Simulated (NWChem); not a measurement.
System: NO cation

```xyz
2

N      0.0000     0.0000    -0.5733
O      0.0000     0.0000     0.5031
```
Atoms are numbered in this order, from 1.

The geometry was optimised at PBE-D3(BJ)/def2-SVP.

**Question.** Split the isotropic spin-spin couplings (Hz) from B3LYP/6-31G** (spherical d) (NWChem) into Fermi-contact, spin-dipolar, paramagnetic and diamagnetic spin-orbit terms, for the pairs 1–2.

**Answer.** 
```
pair             FC     SD   PSO   DSO  total
-------------  ----  -----  ----  ----  -----
14N(1)–17O(2)  6.40  -4.84  6.99  0.03   8.58
```
